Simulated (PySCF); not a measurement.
allene (C₃H₄), SMILES C(=C)=C. Atoms are numbered in the order given.

```xyz
7

C      0.0000     0.0000    -1.3001
C      0.0000     0.0000     0.0000
C      0.0000     0.0000     1.3001
H      0.6550     0.6550    -1.8632
H     -0.6550    -0.6550    -1.8632
H      0.6550    -0.6550     1.8632
H     -0.6550     0.6550     1.8632
```

Geometry optimised at B3LYP-D3(BJ)/def2-TZVP.

Two levels are set side by side: PBE/pcJ-1 (PySCF) and PBE0/pcJ-1 (PySCF). One-bond couplings, all four terms, same geometry. Isotopes: 13C, 1H. Differences are taken from unrounded values.

```
quantity         PBE0
--------------  -----
¹J(C1,C2) (Hz)  111.5
¹J(C2,C3) (Hz)  111.5
¹J(C1,H4) (Hz)  168.1
¹J(C1,H5) (Hz)  168.1
¹J(C3,H6) (Hz)  168.1
¹J(C3,H7) (Hz)  168.1
```

### Question
What does PBE give, and how far is it from PBE0? (Estimate from the structure and the level; the computed values follow.)

### Answer

```
quantity          PBE  PBE minus PBE0
--------------  -----  --------------
¹J(C1,C2) (Hz)  104.7            -6.8
¹J(C2,C3) (Hz)  104.7            -6.8
¹J(C1,H4) (Hz)  162.0            -6.1
¹J(C1,H5) (Hz)  162.0            -6.1
¹J(C3,H6) (Hz)  162.0            -6.1
¹J(C3,H7) (Hz)  162.0            -6.1
```

Rough cost on one machine, each run with all the roots and properties that it gave: PBE0 against PBE within a factor of 2.
